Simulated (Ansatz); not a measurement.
Elastic constant C12 of cubic perovskite BaTiO3 (cubic high-temperature phase) at several levels of theory

No measured value is used here.

Task: Put these levels in order of the elastic constant C12 that they give for cubic perovskite BaTiO3 (cubic high-temperature phase), smallest first: LDA (Ansatz, a program for electronic structure), PBE (Ansatz), r²SCAN (Ansatz).

Result: PBE (103 GPa), r²SCAN (114 GPa), LDA (119 GPa)

Unless a cell is named, each level is at its own relaxed cell (LDA 12.18, PBE 12.99, r²SCAN 12.74 Å³/atom).

r²SCAN, PBE, LDA: the relaxation could not lower the start's symmetry, so the cell can be a saddle point above a distorted one. Each level is taken at its own relaxed cell. Cutoffs differ between the levels. Ansatz's density-functional and Hartree–Fock values are scalar-relativistic unless marked +SOC, with PAW data made under PBE.
